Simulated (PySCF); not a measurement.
## F₂ at RHF-CCSD(T)

Computed with RHF-CCSD(T); PySCF, no relativity, basis sets F def2-SVPD.

For F₂, the state is ¹Σg⁺ (singlet), closed shell. The bond length is 1.442 Å, the harmonic wavenumber is 819 cm⁻¹ and the force constant is 3.75 mdyn/Å. The rotational constant Be is 0.8535 cm⁻¹ and the anharmonicity ωexe is 13.4 cm⁻¹. The vibration–rotation constant αe is 0.0147 cm⁻¹, the well depth De to F + F is 1.25 eV and the dissociation energy D0 is 1.20 eV.

Correlated steps freeze 2 core orbitals. Correlated levels converge slowly with the basis: in double zeta they bind strong bonds too weakly, by up to about 1 eV, and carry superposition errors of some tenths. Where the molecule has an RHF reference, its open-shell atoms are computed with UHF.
